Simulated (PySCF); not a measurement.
**Ionising NaCl**

RHF-MP2; basis Na def2-SVPD, Cl def2-SVPD; no relativity; PySCF 2.14. Neutral (RHF): singlet (closed shell), Re = 2.417 Å, ωe = 347 cm⁻¹, De = 4.21 eV.

NaCl⁻ (UHF): doublet (σ ↑), Re = 2.561 Å, ωe = 257 cm⁻¹, De = 1.28 eV to Na + Cl⁻. The energies at the minima are -621.39406 hartree for NaCl and -621.41746 for NaCl⁻.

Question: Work out the adiabatic electron affinity, without and with harmonic zero-point energies (1 hartree = 27.2114 eV, 1 eV = 8065.5 cm⁻¹), and the change of the bond length.

Answer: At MP2: 0.02340 hartree = 0.637 eV between the minima; the zero-point term (347.0 − 257.0)/2 cm⁻¹ = +0.006 eV makes it 0.642 eV. Re changes by +14.4 pm against the neutral. The electron enters a σ orbital, and the longer bond of the ion fits an antibonding orbital, or a change in how ionic the bond is.

Correlated steps freeze 6 core orbitals. Correlated levels converge slowly with the basis: in double zeta they bind strong bonds too weakly, by up to about 1 eV, and carry superposition errors of some tenths. For an ion De counts to the pair picked by the measured ionisation energies or electron affinities, which need not be the lowest pair at this level. Where the molecule has an RHF reference, its open-shell atoms are computed with UHF. States were picked by a PBE0 search and need not be the measured ground states.

Neutral and ion stand on different kinds of reference determinant, which adds to the error of the difference.
